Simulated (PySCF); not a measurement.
# C5H10S (thiane): levels of theory compared

Wanted: a comparison of 6 runs (B2PLYP/6-31G*, B3LYP/6-31G*, CAM-B3LYP/6-31G*, M06-2X/6-31G*, wB97X/6-31G*, SCS-MP2/6-31G*) of C5H10S (thiane). The job is set up through a Python script.

The calculation is run with PySCF 2.14.0.

2 further runs of the same task are left out: 2 set aside as unsound or not needed.

**1. The molecule**

C5H10S: 16 atoms, total charge 0, spin state singlet. SMILES: `C1CCSCC1`. The coordinates come from a GFN2-xTB relaxation. This is one conformer, not always the lowest.

Bond lengths: C1–C2 1.528 Å, C2–C3 1.520 Å, C3–S4 1.820 Å, S4–C5 1.820 Å, C1–C6 1.528 Å, C5–C6 1.520 Å, C1–H7 1.092 Å, C1–H8 1.094 Å, C2–H9 1.092 Å, C2–H10 1.093 Å, C3–H11 1.089 Å, C3–H12 1.092 Å, C5–H13 1.092 Å, C5–H14 1.089 Å, C6–H15 1.093 Å, C6–H16 1.092 Å. Some angles: C1–C2–C3 111.8°, C2–C1–C6 111.8°, C2–C3–S4 111.1°, C3–S4–C5 96.7°, S4–C5–C6 111.2°, C1–C6–C5 111.8°, C1–C2–H9 109.5°, C1–C2–H10 109.5°, C3–C2–H9 109.1°, C3–C2–H10 108.8°.

**2. The energy at B2PLYP/6-31G(d) (spherical functions) (run 1)**

run.py

```python
from pyscf import gto, dft, mp

mol = gto.Mole()
mol.atom = '''
C     -0.772085    -0.065592     2.129117
C      2.026127    -0.535756     1.597385
C      2.435385    -1.727002    -0.983300
S      1.437685     0.394046    -3.501171
C     -1.816953     0.760842    -2.449633
C     -1.930639     1.778024     0.233438
H     -0.983489     0.696402     4.034735
H     -1.794238    -1.859963     2.049862
H      3.055498     1.251358     1.685579
H      2.801065    -1.792991     3.041987
H      4.428460    -2.104777    -1.328288
H      1.368540    -3.481896    -1.177791
H     -2.737023    -1.079657    -2.594122
H     -2.691442     2.061332    -3.783269
H     -3.905006     2.128588     0.730304
H     -0.921865     3.577063     0.315169
'''
mol.basis = '6-31g*'
mol.unit = 'bohr'
mol.max_memory = 1860
mol.verbose = 4
mol.build()

ks = dft.RKS(mol, xc='0.53*HF + 0.47*B88, 0.73*LYP')
ks.conv_tol = 1e-10
ks.grids.level = 5
ks.kernel()
if not ks.converged:
    ks = ks.newton().run(ks.mo_coeff, ks.mo_occ)

pt = mp.MP2(ks, frozen=10).run()
e_tot = ks.e_tot + 0.27 * pt.e_corr
print('PT2 part  %.8f' % (0.27 * pt.e_corr))
print('E(%s) = %.9f' % ('B2PLYP', e_tot))
```

Started as:

```
$ OMP_NUM_THREADS=1 python run.py
```

Standard output:

```text
PySCF version 2.14.0

[... 86 lines left out ...]
converged SCF energy = -594.072622264271
[... 1 line left out ...]
******** <class 'pyscf.mp.mp2.RMP2'> ********
nocc = 18, nmo = 98
frozen orbitals 10
E(RMP2) = -595.014906123834  E_corr = -0.942283859563409
E(SCS-RMP2) = -595.002562240747  E_corr = -0.92993997647632
E_corr(same-spin) = -0.231693063461275
E_corr(oppo-spin) = -0.710590796102135
PT2 part  -0.25441664
E(B2PLYP) = -594.327038906
```

Wall time 22 s (1 thread of AMD EPYC 9R14 (Zen 4), shared host); peak memory 0.59 GiB.

**3. A single-point energy at B3LYP/6-31G(d) (spherical functions) (run 2)**

geometry.xyz

```xyz
16
C5H10S
C     -0.408570    -0.034710     1.126680
C      1.072180    -0.283510     0.845300
C      1.288750    -0.913890    -0.520340
S      0.760790     0.208520    -1.852740
C     -0.961490     0.402620    -1.296290
C     -1.021650     0.940890     0.123530
H     -0.520440     0.368520     2.135090
H     -0.949470    -0.984250     1.084740
H      1.616900     0.662190     0.891970
H      1.482260    -0.948810     1.609750
H      2.343440    -1.113800    -0.702900
H      0.724200    -1.842540    -0.623260
H     -1.448370    -0.571330    -1.372750
H     -1.424250     1.090810    -2.002020
H     -2.066440     1.126400     0.386460
H     -0.487830     1.892900     0.166780
```

job.py

```python
# thiane
from pyscf import gto, dft

mol = gto.M(
    atom='geometry.xyz',
    max_memory=1860,
    basis='6-31g*',
    verbose=4,
    charge=0,
)

mf = dft.RKS(mol)
mf.xc = 'b3lyp'
mf.grids.level = 5
mf.conv_tol = 1e-10
mf.kernel()
if not mf.converged:
    mf = mf.newton().run(mf.mo_coeff, mf.mo_occ)

etot = mf.e_tot
print(f'total energy: {etot:.8f} hartree')
```

Started as:

```
$ OMP_NUM_THREADS=1 python job.py
```

Standard output:

```text
PySCF version 2.14.0

[... 84 lines left out ...]
converged SCF energy = -594.744739733878
total energy: -594.74473973 hartree
```

It took 22 s on 1 thread of AMD EPYC 9R14 (Zen 4), shared host; peak memory 0.59 GiB.

Runs 3 to 5 aren't shown in full; the table further down has their settings and results.

**4. The energy at SCS-MP2/6-31G(d) (spherical functions) (run 6)**

input.xyz

```xyz
16
C5H10S
C     -0.408570    -0.034710     1.126680
C      1.072180    -0.283510     0.845300
C      1.288750    -0.913890    -0.520340
S      0.760790     0.208520    -1.852740
C     -0.961490     0.402620    -1.296290
C     -1.021650     0.940890     0.123530
H     -0.520440     0.368520     2.135090
H     -0.949470    -0.984250     1.084740
H      1.616900     0.662190     0.891970
H      1.482260    -0.948810     1.609750
H      2.343440    -1.113800    -0.702900
H      0.724200    -1.842540    -0.623260
H     -1.448370    -0.571330    -1.372750
H     -1.424250     1.090810    -2.002020
H     -2.066440     1.126400     0.386460
H     -0.487830     1.892900     0.166780
```

input.py

```python
from pyscf import gto, scf, mp

system = gto.Mole()
system.atom = 'input.xyz'
system.basis = '6-31g*'
system.charge = 0
system.verbose = 4
system.max_memory = 1860
system.build()

calc0 = scf.RHF(system)
calc0.conv_tol = 1e-10
calc0.kernel()
if not calc0.converged:
    calc0 = calc0.newton().run(calc0.mo_coeff, calc0.mo_occ)

pt = mp.MP2(calc0, frozen=10).run()
etot = calc0.e_tot + 1.2 * pt.e_corr_os + pt.e_corr_ss / 3
print('Final energy', etot)
```

Started as:

```
$ OMP_NUM_THREADS=1 python input.py
```

Standard output:

```text
PySCF version 2.14.0

[... 70 lines left out ...]
converged SCF energy = -592.677476992297
[... 1 line left out ...]
******** <class 'pyscf.mp.mp2.RMP2'> ********
nocc = 18, nmo = 98
frozen orbitals 10
E(RMP2) = -593.447250943294  E_corr = -0.769773950996688
E(SCS-RMP2) = -593.43782947516  E_corr = -0.760352482862218
E_corr(same-spin) = -0.18851106730824
E_corr(oppo-spin) = -0.581262883688448
Final energy -593.4378294751597
```

Wall time 3.9 s (1 thread of AMD EPYC 9R14 (Zen 4), shared host); peak memory 0.33 GiB.

**5. The series**

```csv
run,level,frozen core orbitals,integration grid,energy (Eh),dipole moment (D) of the reference,HOMO energy (eV),LUMO energy (eV),wall time
1,B2PLYP/6-31G* (spherical functions),10,5,-594.327039,1.95,-7.09,2.97,22 s
2,B3LYP/6-31G* (spherical functions),–,5,-594.744740,1.90,-5.77,1.30,22 s
3,CAM-B3LYP/6-31G* (spherical functions),–,5,-594.613615,1.93,-7.35,2.72,52 s
4,M06-2X/6-31G* (spherical functions),–,5,-594.607150,1.91,-7.24,2.40,35 s
5,wB97X/6-31G* (spherical functions),–,5,-594.680307,1.97,-8.44,3.73,51 s
6,SCS-MP2/6-31G* (spherical functions),10,–,-593.437829,2.02,-8.93,5.36,3.9 s
```

**6. Outcome**

| quantity | value |
| --- | --- |
| run 6: total energy | -593.43783 Eh |
| run 6: dipole moment (Hartree–Fock density) | 2.02 D |
| run 6: HOMO energy (Hartree–Fock orbitals) | -8.93 eV |
| run 6: LUMO energy (Hartree–Fock orbitals) | 5.36 eV |
| run 6: HOMO–LUMO gap (Hartree–Fock orbitals) | 14.29 eV |
| run 6: correlation energy (10 core orbitals frozen) | -760.4 mEh |

In words: Over runs 1, 2, 3, 4, 5 the dipole moment (its size) runs from 1.90 D (B3LYP/6-31G*) to 1.97 D (wB97X/6-31G*). Over runs 1, 2, 3, 4, 5 the HOMO–LUMO gap runs from 7.07 eV (B3LYP/6-31G*) to 12.17 eV (wB97X/6-31G*). Totals of different functionals can't be ranked against each other. All runs together took 3.1 min, the longest 52 s.
